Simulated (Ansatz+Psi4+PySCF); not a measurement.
Values are calculated unless marked as measured or tabulated.
## PySCF 2.14.0 run

```python
from pyscf import gto, scf, mp

mol = gto.M(atom="""
C 0.000000 0.000000 0.000000
H 0.871000 -0.225400 0.623200
H 0.316000 0.608400 -0.853100
H -0.431900 -0.936400 -0.366500
F -0.904700 0.663100 0.714700
""", basis='cc-pvtz', charge=1, spin=1)
mf = scf.UHF(mol)
mf.kernel()
pt = mp.MP2(mf, frozen=2).run()
print(mf.e_tot, pt.e_corr, pt.e_tot)
```

The script is written out from the run's settings.

Results

```
Converged                       : yes
Reference energy                : -138.63780 hartree
Correlation energy              : -0.38552 hartree
Total energy                    : -139.02332 hartree
Spin squared of the determinant : 0.766
```

Messages of the program:
```
WARN: beta  nocc = 8  HOMO -0.40446780054512 >= LUMO -0.404459054956508
WARN: HOMO -0.404459054956508 >= LUMO -0.404459054956508
WARN: beta  nocc = 8  HOMO -0.40446780054512 >= LUMO -0.404459054956508
WARN: HOMO -0.404459054956508 >= LUMO -0.404459054956508
```

Caution: MP2 on this radical cation hangs on the determinant chosen.
